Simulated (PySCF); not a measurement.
Metal–ligand bonds in Zn(CH3)1–Y. All species are isolated molecules in the gas phase. One relaxed conformer stands for each flexible species; it need not be the lowest. Multiplicities are imposed; where one is given, others were not computed. Strings in code marks are SMILES.

Computed with PBE-D3(BJ)/def2-TZVP // PBE-D3(BJ)/def2-SVP run with PySCF. 

| species | highest occupied spin orbital (eV) |
|---|---|
| ligand removed as a radical | -4.17 |
| free radical NH2 (`[NH2]`) | -7.20 |
| free radical CH3 (`[CH3]`) | -5.38 |
| free radical OCH3 (`C[O]`) | (withheld) |
| free radical N(CH3)2 | -5.56 |
| free radical SH (`[SH]`) | -6.12 |

Problem. Some entries are withheld; supply them.

Solution. 
- free radical OCH3 (`C[O]`), highest occupied spin orbital (eV): -5.97
